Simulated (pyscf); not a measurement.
HO–CH•–OH (SMILES O[CH]O) → O=CH–OH (SMILES O=CO) + H• (SMILES [H]), a bond scission (doublet surface; H–O broken, none formed). Optimised with ωB97X-D3(BJ)/def2-SVP in PySCF. Correlated levels are frozen-core, on RHF or UHF. ΔMP2 is the change of the MP2 total energy from the triple- to the quadruple-zeta basis. Energies in kcal/mol from the reactant's lowest minimum found.

Small-basis levels: PySCF, no dispersion term, spherical d functions. AM1 to PM7: differences of heats of formation from MOPAC. Open shells are spin-unrestricted. 

```
level                             barrier  reaction energy
--------------------------------  -------  ---------------
HF/3-21G                             33.7            +15.1
MP2/6-31G*                           27.6             -1.6
BP86/6-31G*                          17.7            +11.6
B3LYP/3-21G                          18.1            +13.3
B3LYP/6-31G*                         21.9            +11.9
PBE/def2-SVP                         18.3            +11.2
B3LYP/def2-SVP                       23.4            +14.4
PM3                                  37.4            +37.7
PM6                                  28.5            +37.1
CCSD(T)/def2-TZVPP + ΔMP2(QZVPP)     30.2            +16.0
```

Against the last row the barrier runs from -12.5 (BP86/6-31G*) to +7.2 kcal/mol (PM3). At PM3, PM6 this geometry lies under one side, so the entry may be no barrier of that level: it is a single point on another level's saddle. CCSD(T)/def2-TZVPP + ΔMP2(QZVPP) has limits of its own. This is the saddle that the search found; another between the same sides may lie lower. The CCSD(T) − MP2 part came from Ansatz, without density fitting, on the same reference. A UHF reference is spin-contaminated (<S²> up to 0.87), which harms MP2 most.
